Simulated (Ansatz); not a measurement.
BSiH$_{6}$Cl, singlet: a nudged elastic band.

Input (in.yaml):

```yaml
crystal:
  periodic: [false, false, false]
  atoms:
    - {symbol: B, position_ang: [-0.993671, -0.371440, 0.195201]}
    - {symbol: Si, position_ang: [0.993772, -0.573064, -0.042294]}
    - {symbol: H, position_ang: [-1.691064, -0.551869, -0.761916]}
    - {symbol: H, position_ang: [-1.479509, -0.600406, 1.266848]}
    - {symbol: H, position_ang: [-0.298169, 2.124154, -0.566854]}
    - {symbol: Cl, position_ang: [-1.170657, 1.803628, 0.323686]}
    - {symbol: H, position_ang: [1.365296, -1.944528, -0.494066]}
    - {symbol: H, position_ang: [1.479096, 0.378544, -1.098143]}
    - {symbol: H, position_ang: [1.794907, -0.265019, 1.177541]}
basis:
  gaussian: {orbitals: def2-SVP}
hamiltonian: {xc: pbe0, dispersion: d4}
neb:
  images: 5
  climbing: true
  max_iterations: 40
  initial_path: idpp
  final_atoms:
    - {symbol: B, position_ang: [-1.109244, 0.205860, 0.219846]}
    - {symbol: Si, position_ang: [1.028719, -0.290766, -0.194645]}
    - {symbol: H, position_ang: [-0.970478, -0.536798, -0.735075]}
    - {symbol: H, position_ang: [-1.764014, -0.310106, 1.077733]}
    - {symbol: H, position_ang: [0.005160, 0.227966, 0.940314]}
    - {symbol: Cl, position_ang: [-1.467599, 1.922012, -0.219534]}
    - {symbol: H, position_ang: [1.011886, -1.767066, -0.211327]}
    - {symbol: H, position_ang: [1.093501, 0.367166, -1.511628]}
    - {symbol: H, position_ang: [2.172069, 0.181731, 0.634316]}
```

Run by:

```bash
ansatz run in.yaml --threads 2 --pin off --events-out ev --progress --plain --max-ram 4352MiB
```

Output of Ansatz 0.2.0:

```
Functional definition: PBE0
  name "PBE0"
  cite "Adamo & Barone, J. Chem. Phys. 110, 6158 (1999) doi:10.1063/1.478522"
  cite "Perdew, Burke & Ernzerhof, Phys. Rev. Lett. 77, 3865 (1996) doi:10.1103/PhysRevLett.77.3865"
  parent pbe
  parameter a = 0.25
  parameter kappa = 0.804
  parameter beta = 0.06672455060314922
  exchange = (1 - a)*pbe_x(kappa = kappa, mu = beta*pi^2/3) + a*exact_x
  correlation = pbe_c(beta = beta)
843 factors; integrals over basis functions are off by at most 4.7e-4 eV
mean field evaluation 1: about -21155.5075 eV, gradient 2.3e1 eV
mean field evaluation 2: about -21156.0369 eV, gradient 2.1e1 eV
mean field evaluation 4: about -21157.5415 eV, gradient 4.9e-1 eV
mean field evaluation 8: about -21157.5561 eV, gradient 1.9e-2 eV
mean field -21157.55607128 eV, -777.5258445131 hartree, gradient 4.3e-5 eV, S^2 0.000000; 0 other end points of the search recorded, 0 dependent functions left out
the calculation of the forces begins
reference -21157.55609709 eV, -777.5258454614 hartree; 21, 21 occupied and 59, 59 virtual orbitals, 843 factors
843 factors; integrals over basis functions are off by at most 7.5e-4 eV
mean field evaluation 16: about -21157.5142 eV, gradient 1.8e1 eV
mean field -21158.62382046 eV, -777.5650835714 hartree, gradient 2.6e-5 eV, S^2 0.000000; 0 other end points of the search recorded, 0 dependent functions left out
the calculation of the forces begins
reference -21158.62384480 eV, -777.5650844661 hartree; 21, 21 occupied and 59, 59 virtual orbitals, 843 factors
WARN: NEB end point (image 0): max|allowed force component| = 2.608e-1 eV/Å (the criterion of neb.relax_end_points is 1.000e-2). That is over neb.f_tol: it is no minimum, so the barrier can be far off. Relax it first
WARN: NEB end point (image 6): max|allowed force component| = 2.702e-1 eV/Å (the criterion of neb.relax_end_points is 1.000e-2). That is over neb.f_tol: it is no minimum, so the barrier can be far off. Relax it first
843 factors; integrals over basis functions are off by at most 5.5e-4 eV
mean field evaluation 32: about -21155.1392 eV, gradient 2.3e1 eV
mean field -21156.98418027 eV, -777.5048279059 hartree, gradient 1.7e-5 eV, S^2 0.000000; 0 other end points of the search recorded, 0 dependent functions left out
the calculation of the forces begins
reference -21156.98420618 eV, -777.5048288582 hartree; 21, 21 occupied and 59, 59 virtual orbitals, 843 factors
843 factors; integrals over basis functions are off by at most 6.0e-4 eV
mean field -21155.97360120 eV, -777.4676898101 hartree, gradient 3.7e-5 eV, S^2 0.000000; 0 other end points of the search recorded, 0 dependent functions left out
the calculation of the forces begins
reference -21155.97362676 eV, -777.4676907495 hartree; 21, 21 occupied and 59, 59 virtual orbitals, 843 factors
843 factors; integrals over basis functions are off by at most 6.7e-4 eV
mean field evaluation 64: about -21155.6129 eV, gradient 5.6e0 eV
mean field -21155.73762235 eV, -777.4590177474 hartree, gradient 2.2e-5 eV, S^2 0.000000; 0 other end points of the search recorded, 0 dependent functions left out
the calculation of the forces begins
reference -21155.73764692 eV, -777.4590186503 hartree; 21, 21 occupied and 59, 59 virtual orbitals, 843 factors
843 factors; integrals over basis functions are off by at most 8.8e-4 eV
mean field -21156.61174187 eV, -777.4911410471 hartree, gradient 4.2e-5 eV, S^2 0.000000; 0 other end points of the search recorded, 0 dependent functions left out
the calculation of the forces begins
reference -21156.61176629 eV, -777.4911419448 hartree; 21, 21 occupied and 59, 59 virtual orbitals, 843 factors
843 factors; integrals over basis functions are off by at most 7.6e-4 eV
mean field evaluation 96: about -21157.8387 eV, gradient 2.4e0 eV
mean field -21157.87230800 eV, -777.5374659980 hartree, gradient 4.3e-5 eV, S^2 0.000000; 0 other end points of the search recorded, 0 dependent functions left out
the calculation of the forces begins
reference -21157.87233243 eV, -777.5374668958 hartree; 21, 21 occupied and 59, 59 virtual orbitals, 843 factors
NEB iter   1: max|band force component| = 3.820e0 eV/Å  barrier→ = 1.8103 eV  barrier← = 2.8754 eV  Δτ_max = 0.2000 Å  (173 SCF iters)
NEB iter   2: max|band force component| = 1.832e0 eV/Å  barrier→ = 1.0514 eV  barrier← = 2.1166 eV  Δτ_max = 0.2000 Å  (135 SCF iters)
NEB iter   3: max|band force component| = 6.880e0 eV/Å  barrier→ = 0.7924 eV  barrier← = 1.8576 eV  Δτ_max = 0.1029 Å  (134 SCF iters)
NEB iter   4: max|band force component| = 8.322e-1 eV/Å  barrier→ = 0.4043 eV  barrier← = 1.4694 eV  Δτ_max = 0.2000 Å  (137 SCF iters)
NEB iter   5: max|band force component| = 1.033e0 eV/Å  barrier→ = 0.3781 eV  barrier← = 1.4433 eV  Δτ_max = 0.0995 Å  (133 SCF iters)
NEB iter   6: max|band force component| = 4.544e-1 eV/Å  barrier→ = 0.3104 eV  barrier← = 1.3755 eV  CI = image 2  Δτ_max = 0.2000 Å  (134 SCF iters)
NEB iter   7: max|band force component| = 2.775e-1 eV/Å  barrier→ = 0.3356 eV  barrier← = 1.4007 eV  CI = image 2  Δτ_max = 0.1991 Å  (133 SCF iters)
NEB iter   8: max|band force component| = 3.892e-1 eV/Å  barrier→ = 0.3609 eV  barrier← = 1.4261 eV  CI = image 2  Δτ_max = 0.1006 Å  (134 SCF iters)
NEB iter   9: max|band force component| = 3.926e-1 eV/Å  barrier→ = 0.3639 eV  barrier← = 1.4291 eV  CI = image 2  Δτ_max = 0.0999 Å  (135 SCF iters)
NEB iter  10: max|band force component| = 1.395e-1 eV/Å  barrier→ = 0.3438 eV  barrier← = 1.4089 eV  CI = image 2  Δτ_max = 0.0998 Å  (125 SCF iters)
NEB iter  11: max|band force component| = 8.864e-2 eV/Å  barrier→ = 0.3373 eV  barrier← = 1.4024 eV  CI = image 2  Δτ_max = 0.1009 Å  (136 SCF iters)
NEB iter  12: max|band force component| = 2.041e-1 eV/Å  barrier→ = 0.3343 eV  barrier← = 1.3994 eV  CI = image 2  Δτ_max = 0.0504 Å  (132 SCF iters)
NEB iter  13: max|band force component| = 1.096e-1 eV/Å  barrier→ = 0.3319 eV  barrier← = 1.3970 eV  CI = image 2  Δτ_max = 0.0502 Å  (136 SCF iters)
NEB iter  14: max|band force component| = 1.277e-1 eV/Å  barrier→ = 0.3304 eV  barrier← = 1.3956 eV  CI = image 2  Δτ_max = 0.0251 Å  (135 SCF iters)
NEB iter  15: max|band force component| = 9.414e-2 eV/Å  barrier→ = 0.3302 eV  barrier← = 1.3954 eV  CI = image 2  Δτ_max = 0.0503 Å  (122 SCF iters)
NEB iter  16: max|band force component| = 7.315e-2 eV/Å  barrier→ = 0.3302 eV  barrier← = 1.3953 eV  CI = image 2  Δτ_max = 0.0502 Å  (116 SCF iters)
NEB iter  17: max|band force component| = 6.197e-2 eV/Å  barrier→ = 0.3302 eV  barrier← = 1.3953 eV  CI = image 2  Δτ_max = 0.0503 Å  (103 SCF iters)
NEB iter  18: max|band force component| = 6.776e-2 eV/Å  barrier→ = 0.3302 eV  barrier← = 1.3953 eV  CI = image 2  Δτ_max = 0.0501 Å  (102 SCF iters)
NEB iter  19: max|band force component| = 7.161e-2 eV/Å  barrier→ = 0.3302 eV  barrier← = 1.3953 eV  CI = image 2  Δτ_max = 0.0250 Å  (102 SCF iters)
NEB iter  20: max|band force component| = 7.684e-2 eV/Å  barrier→ = 0.3302 eV  barrier← = 1.3953 eV  CI = image 2  Δτ_max = 0.0125 Å  (102 SCF iters)
NEB iter  21: max|band force component| = 5.322e-2 eV/Å  barrier→ = 0.3302 eV  barrier← = 1.3953 eV  CI = image 2  Δτ_max = 0.0251 Å  (101 SCF iters)
NEB iter  22: max|band force component| = 6.649e-2 eV/Å  barrier→ = 0.3302 eV  barrier← = 1.3953 eV  CI = image 2  Δτ_max = 0.0125 Å  (118 SCF iters)
NEB iter  23: max|band force component| = 5.699e-2 eV/Å  barrier→ = 0.3302 eV  barrier← = 1.3953 eV  CI = image 2  Δτ_max = 0.0250 Å  (106 SCF iters)
NEB iter  24: max|band force component| = 5.157e-2 eV/Å  barrier→ = 0.3302 eV  barrier← = 1.3953 eV  CI = image 2  Δτ_max = 0.0501 Å  (114 SCF iters)
NEB iter  25: max|band force component| = 5.424e-2 eV/Å  barrier→ = 0.3302 eV  barrier← = 1.3953 eV  CI = image 2  Δτ_max = 0.0501 Å  (100 SCF iters)
NEB iter  26: max|band force component| = 4.107e-2 eV/Å  barrier→ = 0.3302 eV  barrier← = 1.3953 eV  CI = image 2  CI's point: of a kind that is not told: the force calls were inconclusive, a negative curvature could not be distinguished from the path's own, the only one lies far off the path, or fixed occupations may fill a level only in part  Δτ_max = 0.0000 Å  (1040 SCF iters)
Total energy: -21157.36996524 eV, -777.5190052421 hartree
Atom 0 at    -0.965617    -0.260522     0.184659 Å, force     0.000227     0.000089    -0.000026 eV/Å
Atom 1 at     1.042689    -0.364064    -0.249991 Å, force    -0.000069    -0.000029     0.000024 eV/Å
Atom 2 at    -1.670427    -0.491513    -0.763865 Å, force    -0.000096    -0.000034    -0.000181 eV/Å
Atom 3 at    -1.233922    -0.652821     1.290972 Å, force     0.000002    -0.000069     0.000131 eV/Å
Atom 4 at    -0.323675     1.255183     0.167023 Å, force    -0.000151     0.000092     0.000063 eV/Å
Atom 5 at    -1.454781     1.968583     0.463514 Å, force     0.000109    -0.000028    -0.000013 eV/Å
Atom 6 at     1.182523    -1.848948    -0.396734 Å, force     0.000009    -0.000011     0.000020 eV/Å
Atom 7 at     1.460877     0.290121    -1.528779 Å, force    -0.000020    -0.000024    -0.000001 eV/Å
Atom 8 at     1.962335     0.103982     0.833202 Å, force    -0.000010     0.000014    -0.000017 eV/Å
Dipole moment:     0.092908     0.087508    -0.012891 e Å

[the SCF lines of later steps are left out]
```

The lines “mean field evaluation” count trial sets of orbitals through the whole run, from several starts and some on an approximate energy, so they need not fall steadily or lie above the final value.

The run took about 3.3 min on 2 CPU threads of an Arm Neoverse V2 (shared host).
